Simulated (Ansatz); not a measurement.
hcp Dy

All values below come from r²SCAN+rVV10 (plane waves, PAW; Ansatz, a first-principles code).

Numerical settings: plane-wave cutoff 500 eV, 24×24×14 k mesh (along the axes of the cell as run), Fermi–Dirac smearing 0.1 eV, spin-polarised with parallel moments, scalar-relativistic PAW data made under PBE.

Cell: relaxed at this level.

```json
{
  "equilibrium_volume_per_atom": "32.90 Å³/atom",
  "equilibrium_lattice_constant_a": "3.605 Å",
  "c axis length": "5.847 Å",
  "magnetic moment per atom (the cell's total over its atoms)": "5.50 μB"
}
```

Measured, for comparison: equilibrium volume per atom 31.56 Å³/atom (room temperature, not corrected to a static lattice; as tabulated in Söderlind et al. (2014), doi:10.1088/0953-8984/26/41/416001); lattice constant a 3.592 Å, lattice parameter c 5.650 Å (293 K, not corrected to a static lattice; as tabulated in Wikipedia's data pages). Computed (rounded) less measured: equilibrium volume per atom +4.2 %, lattice constant a +0.4 %, lattice parameter c +3.5 %.

Note: the 4f shell is treated without U or exact exchange, so its levels and filling can be wrong; the collinear magnetic order is the start's and need not be the measured one.

Moments are spin moments.

Spin–orbit coupling is not included.

Static lattice: no zero-point or thermal effects.

It cost about 30 core-minutes (a rough figure) of CPU time.
